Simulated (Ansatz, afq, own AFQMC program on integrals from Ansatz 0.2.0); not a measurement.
## Where AFQMC and coupled cluster stand for HClO, triplet

```xyz
3

Cl    0.0000    0.0000   -1.3886
H     0.0000    0.0000   -0.1098
O     0.0000    0.0000    1.4984
```

Connectivity, by distances: ClH ··· O.

Basis cc-pVTZ. Noble-gas cores (and the filled d shells of Ga–Kr and In–Xe) are frozen. Ansatz 0.2.0 and our own AFQMC program on the same integrals; the CISD trial comes from CCSD amplitudes, and released means the phaseless constraint is let go. Error bars are statistical, one sigma.

Determinant: UHF, the one that the program's search chose, which needn't be the lowest solution. The geometry is a point of a scan.

No full CI on the walks' own integrals is used here; CCSDT(Q) serves as the reference and is uncertain by about the last step of the cluster series.

Cautions: lower spins were not checked; the released energies are still falling, so no released level is given (meV from the phaseless value at times in 1/Eh: -7 ± 4 at 0.24, -12 ± 4 at 0.51, -19 ± 6 at 0.99, -33 ± 7 at 1.62, -32 ± 11 at 2.40), though the last usable value meets CCSDT(Q) within the noise.

```
T1 diagnostic                               : 0.0083
weight of the determinant in the CISD state : 0.888
⟨S²⟩ of the determinant                     : 2.009
size of the correlated space                : 14 electrons in 72 orbitals
```

| level | correlation energy (eV) |
| --- | --- |
| MP2 | -9.5687 |
| CCSD | -10.5170 |
| CCSD(T) | -10.8301 |

(1) Estimate where phaseless AFQMC with a CISD trial lies against CCSD(T) on the same integrals.

(1) 1.4 ± 0.4 kJ/mol below CCSD(T).

Reference: CCSDT(Q), correlation energy -10.864 eV.

| level | E − E(reference) (kJ/mol) | share of correlation (%) |
| --- | --- | --- |
| CCSD(T) | 3.3 | 99.68 |
| CCSDT | 1.1 | 99.90 |
| ph-AFQMC/CISD | 1.9 ± 0.4 | 99.82 |

A walk keeps the symmetry of its determinant, which the program's search chose and which needn't be the lowest solution, so a lower state of the same spin and another symmetry isn't excluded.
